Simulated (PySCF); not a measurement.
Calculation: PBE-D3(BJ)/def2-TZVP // PBE0-D3(BJ)/def2-TZVP run with PySCF 2.14.0. All species are isolated molecules in the gas phase. 

Reference species (SMILES): `C` (neutral, multiplicity 1).

```yaml
HOMO–LUMO gap: 10.36 eV
HOMO: -9.44 eV
```

Changed species: `[GaH3]`.

What does the change do to the HOMO–LUMO gap and HOMO?

the HOMO–LUMO gap falls by 5.66 eV, to 4.70 eV; the HOMO goes up by 2.09 eV, to -7.35 eV.
